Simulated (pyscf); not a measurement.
# Four-centre exchange: F–SiH₃ + hydrogen fluoride (HF) → F–SiH₃ + hydrogen fluoride (HF)

Gas phase, singlet surface, charge 0. Bonds broken: Si1–H7, H3–F6. Bonds formed: Si1–H3, F6–H7. Single points on ωB97X-D3(BJ)/def2-SVP structures (PySCF, gas phase). MP2 and CC: frozen core, UHF for open shells. ΔMP2 is the change of the MP2 total energy from the triple- to the quadruple-zeta basis.

Transition state (Å):

```xyz
7

Si     0.6208    -0.4939     0.0831
F      1.4286     0.3725    -1.0346
H      0.8117     0.3258     1.7091
H     -0.6988    -0.8999    -0.4698
H      1.4070    -1.7091     0.4252
F      0.1769     1.0592     2.5315
H     -0.0454     0.6486     1.3487
```

One imaginary mode, 2611i cm⁻¹; descent along it reached the two sides named.

```
bond    change  reactant side (Å)  saddle  product side
------  ------  -----------------  ------  ------------
Si1–H7  breaks              1.485   1.831           3.8
H3–F6   breaks              0.924   1.272         2.493
Si1–H3   forms                3.7   1.831         1.485
F6–H7    forms              2.493   1.272         0.924
```

Electronic energies relative to the separated reactants (eV):

```json
[
 {"level": "ωB97X-D3(BJ)/def2-TZVP", "barrier": "3.01", "reaction energy": "0.00", "reverse barrier": "3.01"},
 {"level": "PBE/def2-TZVP", "barrier": "2.42", "reaction energy": "0.00", "reverse barrier": "2.42"},
 {"level": "r²SCAN/def2-TZVP", "barrier": "2.71", "reaction energy": "0.00", "reverse barrier": "2.71"},
 {"level": "B3LYP-D3(BJ)/def2-TZVP", "barrier": "2.88", "reaction energy": "0.00", "reverse barrier": "2.88"},
 {"level": "PBE0-D3(BJ)/def2-TZVP", "barrier": "2.80", "reaction energy": "0.00", "reverse barrier": "2.80"},
 {"level": "M06-2X/def2-TZVP", "barrier": "3.15", "reaction energy": "0.00", "reverse barrier": "3.15"},
 {"level": "ωB97M-D3(BJ)/def2-TZVP", "barrier": "3.01", "reaction energy": "0.00", "reverse barrier": "3.01"},
 {"level": "HF/def2-TZVP", "barrier": "4.19", "reaction energy": "0.00", "reverse barrier": "4.19"},
 {"level": "MP2/def2-QZVPP", "barrier": "3.13", "reaction energy": "0.00", "reverse barrier": "3.13"},
 {"level": "CCSD/def2-TZVPP", "barrier": "3.39", "reaction energy": "0.00", "reverse barrier": "3.39"},
 {"level": "CCSD(T)/def2-TZVPP", "barrier": "3.21", "reaction energy": "0.00", "reverse barrier": "3.21"},
 {"level": "CCSD(T)/def2-TZVPP + ΔMP2(QZVPP)", "barrier": "3.19", "reaction energy": "0.00", "reverse barrier": "3.19"}
]
```

With CCSD(T)/def2-TZVPP + ΔMP2(QZVPP) energies and thermal terms (ideal gas, 1 atm, RRHO with modes under 100 cm⁻¹ raised to 100, one conformer, R ln 2 for rigid chiral ones), in eV:

```json
[
 {"T (K)": "298", "ΔH‡": "3.06", "ΔG‡": "3.41", "ΔH": "0.00", "ΔG": "0.00"},
 {"T (K)": "600", "ΔH‡": "3.07", "ΔG‡": "3.77", "ΔH": "0.00", "ΔG": "0.00"},
 {"T (K)": "900", "ΔH‡": "3.10", "ΔG‡": "4.11", "ΔH": "0.00", "ΔG": "0.00"},
 {"T (K)": "1200", "ΔH‡": "3.12", "ΔG‡": "4.45", "ΔH": "0.00", "ΔG": "0.00"}
]
```

The same reactants have a lower exit, to F–SiH₂–F + H₂ (barrier +1.22 eV at ωB97M-D3(BJ), against +3.01 eV here). Another saddle between the same species, by other bonds, lies lower (1.12 eV against 3.01 eV at ωB97M-D3(BJ)). The CCSD(T) − MP2 part came from Ansatz, without density fitting, on the same reference.
